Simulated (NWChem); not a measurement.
System: AlF3; SMILES [F][Al]([F])[F]

The following NWChem deck was run.

```
start job
memory heap 200 mb stack 900 mb global 1100 mb
geometry units angstroms noautosym nocenter noautoz
  Al     0.000000     0.000000     0.000000
  F     -0.463021    -1.573299     0.000000
  F     -1.131006     1.187638     0.000000
  F      1.594027     0.385661     0.000000
end
basis spherical
  Al library 6-31g*
  F library 6-31g*
end
dft
  xc hfexch
  iterations 150
end
tddft
  nroots 8
  notriplet
end
task tddft energy
```

Excerpt of the output:

```
             Northwest Computational Chemistry Package (NWChem) 7.3.0
             --------------------------------------------------------

                             Geometry "geometry" -> ""
                             -------------------------

 Output coordinates in angstroms (scale by  1.889725989 to convert to a.u.)

  No.       Tag          Charge          X              Y              Z
 ---- ---------------- ---------- -------------- -------------- --------------
    1 Al                  13.0000     0.00000000     0.00000000     0.00000000
    2 F                    9.0000    -0.46302100    -1.57329900     0.00000000
    3 F                    9.0000    -1.13100600     1.18763800     0.00000000
    4 F                    9.0000     1.59402700     0.38566100     0.00000000

 Effective nuclear repulsion energy (a.u.)     158.5243509067

  xc_inp: hfexch multiplicative factor not found.

                                 NWChem DFT Module
                                 -----------------

 Summary of "ao basis" -> "ao basis" (spherical)
 ------------------------------------------------------------------------------
       Tag                 Description            Shells   Functions and Types
 ---------------- ------------------------------  ------  ---------------------
 Al                          6-31g*                  8       18   4s3p1d
 F                           6-31g*                  6       14   3s2p1d

            General Information
            -------------------
          SCF calculation type: DFT
          Wavefunction type:  closed shell.
          No. of atoms     :     4
          No. of electrons :    40
           Alpha electrons :    20
            Beta electrons :    20
          Charge           :     0
          Spin multiplicity:     1
          Use of symmetry is: off; symmetry adaption is: off
          Maximum number of iterations: 150
          AO basis - number of functions:    60
                     number of shells:    26
          Convergence on energy requested:  1.00D-06
          Convergence on density requested:  1.00D-05
          Convergence on gradient requested:  5.00D-04

              XC Information
              --------------
                     Hartree-Fock (Exact) Exchange  1.000

      Superposition of Atomic Density Guess
      -------------------------------------

 Sum of atomic energies:        -539.97564677

      Non-variational initial energy
      ------------------------------

 Total energy =    -540.083395
 1-e energy   =   -1069.450070
 2-e energy   =     370.842324
 HOMO         =      -0.658843
 LUMO         =      -0.082715

   convergence    iter        energy       DeltaE   RMS-Dens  Diis-err
 ---------------- ----- ----------------- --------- --------- ---------
 d= 0,ls=0.0,diis     1   -540.3554355289 -6.99D+02  1.11D-02  9.61D-01
 d= 0,ls=0.0,diis     2   -540.4169325232 -6.15D-02  3.67D-03  3.61D-01
 d= 0,ls=0.0,diis     3   -540.4439061718 -2.70D-02  4.88D-04  1.06D-03
 d= 0,ls=0.0,diis     4   -540.4441228936 -2.17D-04  1.18D-04  4.08D-05
 d= 0,ls=0.0,diis     5   -540.4441364266 -1.35D-05  4.24D-05  3.58D-06
  Resetting Diis
 d= 0,ls=0.0,diis     6   -540.4441377085 -1.28D-06  5.97D-06  9.68D-08
 d= 0,ls=0.0,diis     7   -540.4441377343 -2.58D-08  4.21D-07  1.10D-09

         Total DFT energy =     -540.444137734307
      One electron energy =    -1072.338397392409
           Coulomb energy =      422.075360546594
    Exchange-Corr. energy =      -48.705451795151
 Nuclear repulsion energy =      158.524350906659

 Numeric. integr. density =        0.000000000000

                       DFT Final Molecular Orbital Analysis
                       ------------------------------------

 Vector   18  Occ=2.000000D+00  E=-6.362032D-01
              MO Center=  7.9D-01,  4.5D-02,  6.5D-15, r^2= 2.4D+00
   Bfn.  Coefficient  Atom+Function         Bfn.  Coefficient  Atom+Function
  ----- ------------  ---------------      ----- ------------  ---------------
    51      0.518701  4 F  pz                55      0.396170  4 F  pz
    23     -0.300013  2 F  pz                27     -0.229142  2 F  pz
    37     -0.218691  3 F  pz                41     -0.167030  3 F  pz
    17     -0.064633  1 Al d  1

[...]

                                NWChem TDDFT Module
                                -------------------

            General Information
            -------------------
           No. of orbitals :     120
            Alpha orbitals :      60
             Beta orbitals :      60
        Alpha frozen cores :       0
         Beta frozen cores :       0
     Alpha frozen virtuals :       0
      Beta frozen virtuals :       0
         Spin multiplicity :       1
    Number of AO functions :      60
        Use of symmetry is : off
      Symmetry adaption is : off
         Schwarz screening :  0.10D-07

              XC Information
              --------------
              Hartree-Fock (Exact) Exchange   1.00

             TDDFT Information
             -----------------
          Calculation type : TDHF
         Wavefunction type : Restricted singlets
          No. of electrons :      40
           Alpha electrons :      20
            Beta electrons :      20
              No. of roots :       8
          Max subspacesize :    5600
            Max iterations :     100
               Target root :       1
           Target symmetry : none
      Symmetry restriction : off
                 Algorithm : Optimal
        Davidson threshold :  0.10D-03

    8 smallest eigenvalue differences (eV)
--------------------------------------------------------
  No. Spin  Occ  Vir  Irrep   E(Occ)    E(Vir)   E(Diff)
--------------------------------------------------------
    1    1   20   21 a        -0.621     0.063    18.602
    2    1   19   21 a        -0.636     0.063    19.022
    3    1   18   21 a        -0.636     0.063    19.022
    4    1   17   21 a        -0.645     0.063    19.261
    5    1   16   21 a        -0.645     0.063    19.261
    6    1   20   22 a        -0.621     0.089    19.314
    7    1   15   21 a        -0.656     0.063    19.556
    8    1   19   22 a        -0.636     0.089    19.734
--------------------------------------------------------

  Entering Davidson iterations
  Restricted singlet excited states

  Iter   NTrls   NConv    DeltaV     DeltaE      Time
  ----  ------  ------  ---------  ---------  ---------
    1      8       0     0.26E+00   0.10+100        1.6
    2     24       0     0.70E-01   0.35E-01        1.5
    3     40       0     0.67E-01   0.88E-02        1.7
    4     56       0     0.67E-01   0.21E-01        1.8
    5     72       0     0.24E-01   0.26E-02        1.7
    6     88       2     0.71E-02   0.24E-03        1.5
    7    100       5     0.31E-02   0.14E-04        1.4
    8    106       6     0.90E-03   0.30E-05        1.6
    9    110       7     0.16E-03   0.11E-06        1.4
   10    112       8     0.76E-04   0.74E-08        1.3
  ----  ------  ------  ---------  ---------  ---------
  Convergence criterion met

  Ground state a        -540.444137734307 a.u.

  ----------------------------------------------------------------------------
  Root   1 singlet a              0.407865615 a.u.               11.0986 eV
  ----------------------------------------------------------------------------
     Transition Moments    X  0.00000   Y -0.00000   Z  0.00000
     Dipole Oscillator Strength                    0.0000000000
     Electric Quadrupole                           0.0000000000
     Magnetic Dipole                               0.0000035885
     Total Oscillator Strength                     0.0000035885

     Occ.   13  a   ---  Virt.   24  a   -0.07281 X
     Occ.   14  a   ---  Virt.   23  a    0.07281 X
     Occ.   16  a   ---  Virt.   23  a   -0.16217 X
     Occ.   16  a   ---  Virt.   27  a   -0.08444 X
     Occ.   17  a   ---  Virt.   24  a    0.16217 X
     Occ.   17  a   ---  Virt.   28  a    0.08444 X
     Occ.   20  a   ---  Virt.   21  a   -0.93797 X
     Occ.   20  a   ---  Virt.   26  a   -0.17984 X
     Occ.   20  a   ---  Virt.   31  a   -0.05230 X
  ----------------------------------------------------------------------------
  Root   2 singlet a              0.420927626 a.u.               11.4540 eV
  ----------------------------------------------------------------------------
     Transition Moments    X -0.00000   Y  0.00000   Z -0.00000
     Dipole Oscillator Strength                    0.0000000000
     Electric Quadrupole                           0.0000005565
     Magnetic Dipole                               0.0000029338
     Total Oscillator Strength                     0.0000034903

     Occ.   15  a   ---  Virt.   24  a    0.17212 X
     Occ.   15  a   ---  Virt.   28  a    0.08356 X
     Occ.   15  a   ---  Virt.   32  a    0.05024 X
     Occ.   18  a   ---  Virt.   24  a   -0.13980 X
     Occ.   18  a   ---  Virt.   28  a   -0.06779 X
     Occ.   19  a   ---  Virt.   21  a    0.93230 X
     Occ.   19  a   ---  Virt.   23  a   -0.13980 X
     Occ.   19  a   ---  Virt.   26  a    0.18366 X
     Occ.   19  a   ---  Virt.   27  a   -0.06779 X
  ----------------------------------------------------------------------------
  Root   3 singlet a              0.420927738 a.u.               11.4540 eV
  ----------------------------------------------------------------------------
     Transition Moments    X -0.00000   Y -0.00000   Z  0.00000
     Dipole Oscillator Strength                    0.0000000000
     Electric Quadrupole                           0.0000005565
     Magnetic Dipole                               0.0000029338
     Total Oscillator Strength                     0.0000034903

[...]
```

Level: Hartree-Fock/6-31G* (spherical d), TDHF. All runs use the structure optimised with B3LYP/6-31G* (spherical d).
